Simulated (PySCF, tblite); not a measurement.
P3H3.
InChI=1S/H3P3/c1-2-3-1/h1-3H

Computed with wB97X-D/def2-SVPD in PySCF (dipole) on a GFN2-xTB geometry, gas phase.

Masses are those of the commonest isotopes; rigid-rotor values at the optimised geometry. 

Task: What are A, B and C (cm⁻¹)?

Result: Ia = 80.57, Ib = 83.84, Ic = 153.13 u·Å²; 505379 MHz·u·Å²/I gives 6273, 6028 and 3300 MHz, that is A = 0.20923, B = 0.20106, C = 0.11009 cm⁻¹.

Task: What kind of rotor is it?

Result: An asymmetric top. Ray's parameter κ = (2B − A − C)/(A − C) = 0.835; −1 is the prolate and +1 the oblate limit.

Task: What does the inertial defect say?

Result: Not planar: Δ = Ic − Ia − Ib = -11.28 u·Å². For a rigid frame Δ = −2 Σ m c², so Σ m c² = 5.64 u·Å² lies off the ab plane: 5.42 from hydrogen and 0.22 from heavier atoms. The atom farthest from that plane is 1.34 Å away.

Task: Give the other two planar moments, Paa and Pbb, and the rms extents of the mass along the axes.

Result: Paa = Σ m a² = (Ib + Ic − Ia)/2 = 78.20 and Pbb = Σ m b² = (Ia + Ic − Ib)/2 = 74.93 u·Å². With the mass M = 95.94 u, the rms extents √(P/M) along a, b and c are 0.90, 0.88, 0.24 Å.

Task: Give the coordinates in the principal-axis frame, origin at the centre of mass.

Result: The sense of each axis is arbitrary; atoms in the order of the calculation.
| atom | mass (u) | a (Å) | b (Å) | c (Å) |
| --- | --- | --- | --- | --- |
| P1 | 30.974 | -1.105 | -0.613 | 0.048 |
| P2 | 30.974 | 1.094 | -0.631 | 0.048 |
| P3 | 30.974 | 0.011 | 1.244 | -0.052 |
| H4 | 1.008 | -1.284 | -0.695 | -1.339 |
| H5 | 1.008 | 1.272 | -0.717 | -1.339 |
| H6 | 1.008 | 0.012 | 1.427 | 1.337 |

Task: Where do the levels up to J = 4 lie, in cm⁻¹?

Result: Above 0(0,0):
J = 1: 1(0,1) 0.3111, 1(1,1) 0.3193, 1(1,0) 0.4103
J = 2: 2(0,2) 0.8501, 2(1,2) 0.8506, 2(1,1) 1.1236, 2(2,1) 1.1481, 2(2,0) 1.2314
J = 3: 3(0,3) 1.6059, 3(1,3) 1.6059, 3(1,2) 2.0789, 3(2,2) 2.0815, 3(2,1) 2.3425, 3(3,1) 2.3915, 3(3,0) 2.4643
J = 4: 4(0,4) 2.5815, 4(1,4) 2.5815, 4(1,3) 3.2459, 4(2,3) 3.2461, 4(2,2) 3.7153, 4(3,2) 3.7231, 4(3,1) 3.9684, 4(4,1) 4.0500, 4(4,0) 4.1106

Task: Which lines would a microwave search look for?

Result: The dipole components are |μa| = 0.00 D, |μb| = 0.05 D, |μc| = 0.60 D; the mirror of this Cs structure is the bc plane, so μa vanishes by symmetry and there are no a-type lines. Intensities carry the squares of the components, which stand as 0.01 : 1.00 (b : c). Some lines, for components of 0.1 D or more:

| type | branch | J(Ka,Kc) | MHz | lower level (cm⁻¹) |
| --- | --- | --- | --- | --- |
| c | Q | 2(2,1) ← 2(1,1) | 735 | 1.124 |
| c | Q | 3(3,1) ← 3(2,1) | 1469 | 2.343 |
| c | Q | 4(4,1) ← 4(3,1) | 2444 | 3.968 |
| c | R | 1(1,0) ← 0(0,0) | 12300 | 0.000 |
| c | R | 2(1,1) ← 1(0,1) | 24355 | 0.311 |
| c | R | 2(2,0) ← 1(1,0) | 24616 | 0.410 |
| c | R | 2(2,1) ← 1(1,1) | 24845 | 0.319 |
| c | R | 3(1,2) ← 2(0,2) | 36838 | 0.850 |
| c | R | 3(3,0) ← 2(2,0) | 36963 | 1.231 |
| c | R | 3(3,1) ← 2(2,1) | 37277 | 1.148 |
| c | R | 4(1,3) ← 3(0,3) | 49167 | 1.606 |
| c | R | 4(2,3) ← 3(1,3) | 49171 | 1.606 |
| c | R | 4(3,2) ← 3(2,2) | 49213 | 2.081 |

Task: Estimate the classical rotational partition function at 200 K, 298.15 K and 500 K.

Result: Point group Cs, symmetry number σ = 1; q = (√π/σ)·√((kT/h)³/(ABC)), k/h = 20836.6 MHz/K: 42700 at 200 K, 77700 at 298.15 K, 169000 at 500 K.

Its GFN2-xTB frequencies are all real (lowest 401 cm⁻¹). Zero-point vibration and centrifugal distortion are left out.
